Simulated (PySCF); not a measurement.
Molecule: SMILES O=C, CH₂O.

Molfile (atoms numbered from 1):
```
CH2O
     RDKit          3D

  4  3  0  0  0  0  0  0  0  0999 V2000
    0.0018   -0.0004   -0.0004 C   0  0  0  0  0  0  0  0  0  0  0  0
    1.1451   -0.2060   -0.2854 O   0  0  0  0  0  0  0  0  0  0  0  0
   -0.7410   -0.8263    0.1417 H   0  0  0  0  0  0  0  0  0  0  0  0
   -0.4060    1.0326    0.1441 H   0  0  0  0  0  0  0  0  0  0  0  0
  1  2  2  0
  1  3  1  0
  1  4  1  0
M  END
```

Geometry PBE0-D3(BJ)/def2-SVP throughout; GIAO in PySCF, gas phase, one conformer, non-relativistic; equivalent atoms averaged; basis pcSseg-2.

Q: How do the absolute shieldings σ depend on the functional? (ppm; last column core-seconds on shared hosts with different chips, so compare them loosely; the GGAs took longer than the global hybrids here, which isn't the general rule, and the cause wasn't traced)

A: 
```csv
functional,kind,C1,O2,H3/H4,core-s
HF,Hartree–Fock,-2.4,-424.9,22.45,0.7
LDA,LDA,-36.6,-478.7,20.17,2.1
PBE,GGA,-24.6,-435.9,20.81,2.5
BLYP,GGA,-26.3,-434.4,21.10,2.5
BP86,GGA,-23.4,-427.6,20.93,2.5
OPBE,GGA,-13.1,-397.4,20.88,2.6
KT2,GGA,-7.6,-376.8,21.29,2.6
KT3,GGA,-5.9,-365.8,21.46,2.5
B97-D,GGA,-16.5,-395.4,21.24,2.5
B3LYP,global hybrid,-22.6,-440.9,21.38,1.6
PBE0,global hybrid,-19.3,-440.9,21.23,1.6
mPW1PW91,global hybrid,-19.4,-439.4,21.32,1.6
WP04,global hybrid,-27.3,-397.2,22.12,1.7
B97-2,global hybrid,-14.8,-413.2,21.43,1.6
BHandHLYP,global hybrid,-16.2,-442.3,21.80,1.6
CAM-B3LYP,range-separated hybrid,-23.4,-450.9,21.41,2.1
wB97X-D,range-separated hybrid,-19.5,-441.9,21.44,2
LC-wPBE,range-separated hybrid,-22.5,-440.9,21.46,3.1
```

Q: Which nucleus moves most, in ppm?

A: O2 (aldehyde oxygen): from -478.7 ppm with LDA to -365.8 ppm with KT3. The smallest spread is 2.28 ppm, at H3/H4. Proton shifts span only some 12 ppm, so a few tenths of a ppm matter as much there as several ppm in carbon.
